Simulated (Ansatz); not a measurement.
A made-up structure of CH$_{7}$SSi (charge +1), singlet:

```xyz
10
angstrom
C -1.1487 0.8467 -0.6413
S 0.4139 0.0164 -1.0240
Si 0.9080 -1.0970 0.8785
H -1.9131 0.0699 -0.6392
H -1.3435 1.5485 -1.4511
H -1.1001 1.3517 0.3207
H 1.2682 1.0474 -0.8522
H 0.5178 -0.9497 -1.9755
H 0.7600 -0.0900 1.9462
H 2.2840 -1.5489 0.6056
```

It is relaxed with PBE-D4/def2-SVP and then PBE0-D4/def2-TZVP (Ansatz 0.2.0). Atoms count as bonded within 1.22 times the sum of their covalent radii (H–H: 0.88 Å). The end point is not checked to be a true minimum.

Q: Does its bonding change? (Judge from chemistry; the calculation decides.)

A: Computed: No: no bond forms or breaks.

Where it ends: The first stage lowers the energy by 2.09 eV in 8 steps. It ends as CH₇SSi ([CH3][SH2][SiH2]), total charge +1:
```xyz
10
angstrom
C -1.1361 0.8209 -0.6672
S 0.4760 0.0346 -0.6839
Si 0.7703 -1.4382 1.0602
H -1.8683 0.0183 -0.5815
H -1.2726 1.4087 -1.5732
H -1.1536 1.4475 0.2255
H 1.2372 1.0952 -1.1059
H 0.4795 -0.5905 -1.8848
H 0.9146 -0.1315 1.8236
H 2.1995 -1.4700 0.5550
```

Labels in which every atom is bracketed show which atoms are joined, not bond orders.

For scale, one of the runs: PBE0-D4/def2-TZVP relaxation, 147 basis functions, launched by `ansatz run in.yaml --threads 2 --pin off --events-out ev --progress --plain --max-ram 4352MiB`. Hardware: 2 CPU threads of an Arm Neoverse N1, shared host. Wall time about 55 s.
